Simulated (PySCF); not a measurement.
**Nitrogen: a sound run and one with changed settings**

Sound run: N [He] 2s2 2p3, N⁺ [He] 2s2 2p2. All numbers are calculated (PySCF 2.14, scalar relativity by spin-free X2C-1e, in cc-pVTZ-DK (4s3p2d1f, 30 functions)). The sound run starts from symmetry-adapted Hartree-Fock orbitals and uses a fine grid where one is needed.

A second run was set up differently.

```tsv
species	method	sound run (hartree)	changed run (hartree)	converged
N	UHF	-54.42989	-54.42989	yes
N	M06-L	-54.62531	-54.62531	yes
N	r2SCAN	-54.60869	-54.60869	yes
N⁺	UHF	-53.91964	-53.91964	yes
N⁺	M06-L	-54.08602	-54.08661	yes
N⁺	r2SCAN	-54.06514	-54.06653	yes
```

Ionisation energy of N:

| method | sound run (eV) | changed run (eV) |
| --- | --- | --- |
| UHF | 13.884 | 13.884 |
| M06-L | 14.675 | 14.659 |
| r2SCAN | 14.791 | 14.753 |

What was changed?
A. angular grid far too coarse
B. level shift left on
C. too few SCF iterations
D. all electrons correlated in a valence basis

A. It used 26 angular points. A coarse angular grid integrates products of high-l functions wrongly, so density functionals can shift, and the SCF can exploit the error; Hartree-Fock and MP2 need no grid.
